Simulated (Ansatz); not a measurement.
Reaction (SMILES): NB (BH2-NH2) → [BH2] (BH2) + [NH2] (NH2)
B3LYP-D3(BJ)/def2-TZVP geometries, fixed; electronic energies without zero-point terms.

Basis-set convergence of the bond dissociation energy at B2PLYP with Ansatz (a first-principles code). All functions are spherical. Cores are frozen. Open shells are unrestricted. No added dispersion term, no relativity. Functions are those of the species that has most. Reference: the value in aug-pcseg-3, 146.91 kcal/mol, itself unsure by roughly 0.21 kcal/mol (its mean distance from aug-cc-pVQZ, cc-pV5Z, def2-QZVPPD). Deviations are taken from unrounded values.

```
basis            functions  bond dissociation energy (kcal/mol)  minus reference (kcal/mol)
---------------  ---------  -----------------------------------  --------------------------
6-31G                   26                               149.95                        3.03
6-311++G(2d,2p)         94                               145.24                       -1.67
def2-TZVPD             110                               146.01                       -0.91
cc-pVTZ                116                               147.08                        0.17
pcseg-2                116                               146.96                        0.05
jun-cc-pV(T+d)Z        134                               145.79                       -1.12
cc-pVQZ                230                               147.25                        0.34
pcseg-3                252                               146.95                        0.04
aug-pcseg-3            366                               146.91                        0.00
```
